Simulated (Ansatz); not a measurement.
Molecule: methyl ethyl ether, C3H8O, charge 0, multiplicity 1. 
Geometry from a B3LYP-D3(BJ)/def2-TZVP (Ansatz, a first-principles code) optimisation:
```
C
H 1 1.0999
H 1 1.0999 2 107.18
O 1 1.4156 2 109.77 3 119.17
C 4 1.4088 1 112.87 2 -58.78
H 5 1.0890 4 107.48 1 180.00
H 5 1.0982 6 109.00 4 120.97
H 5 1.0982 6 109.00 7 118.06
C 1 1.5130 2 110.66 3 -120.74
H 9 1.0908 1 110.53 2 179.36
H 9 1.0908 10 108.33 1 -121.24
H 9 1.0915 10 108.52 11 -117.64
```
Charge 0, spin multiplicity 1.

Quantity: atomisation energy (electronic, to ground-state atoms), in eV. Valence correlation only, unless marked. Open shells are spin-unrestricted. No spin-orbit coupling. Non-relativistic. The coupled-cluster limit lacks core correlation, which all-electron functionals hold. CBS marks a two-point X^-3 extrapolation of the correlation energy; Hartree-Fock from the larger set. [CCSD(T)-MP2]/basis is that difference in the basis named.

| level | program | atomisation energy (eV) |
|---|---|---|
| PBE-D3(BJ)/def2-TZVPD | Ansatz + dftd3 | 48.32 |
| BLYP-D3(BJ)/def2-TZVPD | Ansatz + dftd3 | 47.33 |
| revPBE-D3(BJ)/def2-TZVPD | Ansatz + dftd3 | [?] |
| SCS-MP2/6-31G* | Ansatz | 43.52 |
| CCSD/cc-pVDZ | Ansatz | 43.80 |
| RI-MP2/CBS(cc-pVTZ,cc-pVQZ)+[CCSD(T)-MP2]/cc-pVTZ | Ansatz | [?] |

Q: What belongs in the gaps?

A: 
- revPBE-D3(BJ)/def2-TZVPD, atomisation energy (eV): 47.09
- RI-MP2/CBS(cc-pVTZ,cc-pVQZ)+[CCSD(T)-MP2]/cc-pVTZ, atomisation energy (eV): 47.53
